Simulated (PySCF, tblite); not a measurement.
**ClH3PSi radical: geometry, infrared bands and EPR parameters**

Wanted: the infrared bands and EPR parameters of ClH3PSi radical (`[PH][SiH2]Cl`), by calculation.

Computed with tblite 0.8.0 and PySCF 2.14.0, with density-fitted response routines of our own, on a single molecule in the gas phase. Atoms are numbered from 0 throughout.

## (1) The molecule as given

6 atoms, charge 0, multiplicity 2; geometry from: force field or distance geometry start.

Bonds of the start (Å): P0–Si1 2.16, Si1–Cl2 2.09, P0–H3 1.39, Si1–H4 1.47, Si1–H5 1.48.

## (2) Relaxing the molecule with GFN2-xTB

Job settings and geometry (Å):

```
{"job": {"kind": "relax", "xc": "GFN2-xTB", "basis": "xTB"}, "charge": 0, "multiplicity": 2}
P      1.521800    -0.291000    -0.613900
Si    -0.536600    -0.161000     0.015200
Cl    -1.299200     1.779300    -0.102900
H      2.413200     0.351200     0.239400
H     -1.323500    -0.970300    -0.926500
H     -0.772500    -0.706200     1.367100
```

On the command line:

```sh
> OMP_NUM_THREADS=1 python probes_run.py task.json out
```

The driver reads the jobs from task.json and runs them one after another.

**Question.** This job is followed by: GFN2-xTB harmonic vibrations, gas phase; UKS B3LYP, pcH-1 on Cl H P Si, non-relativistic, mean-field spin-orbit, GIAO. Predict these results of the whole session: strongest single infrared mode (GFN2-xTB); zero-point energy (GFN2-xTB); g(iso) (B3LYP); ⟨S²⟩; largest a(iso) (averaged by class); potential on the surface of density 0.002 e/bohr³, 1st and 99th percentile.

The runs gave:

| quantity | value |
| --- | --- |
| strongest single infrared mode (GFN2-xTB) | 653 cm⁻¹, 385 km/mol |
| zero-point energy (GFN2-xTB) | 15.9 kcal/mol |
| g(iso) (B3LYP) | 2.00980 |
| ⟨S²⟩ | 0.753 (exact 0.75) |
| largest a(iso) (averaged by class) | 31P on P0, 115.2 MHz |
| potential on the surface of density 0.002 e/bohr³, 1st and 99th percentile | -0.46 V and 1.39 V |

Over 28 steps the energy fell by 0.213 eV; of the close pairs, P0–Si1 changed most, 2.156 to 2.230 Å. All 12 modes are real, so the xTB geometry is a minimum. The strongest single mode, at 653 cm⁻¹, moves mainly H5 and H4. GFN2-xTB is a fitted tight-binding method: band positions and strengths are rough. Its intensities can rank the bands wrongly. Most of the unpaired spin sits on P0 (1.00 e). The isotropic g lies 7.5 ppt above the free-electron value. These values are for one conformer; the search (at its own cheap level) found 1 more, at 0.21 kcal/mol, and measured spectra average over such forms.
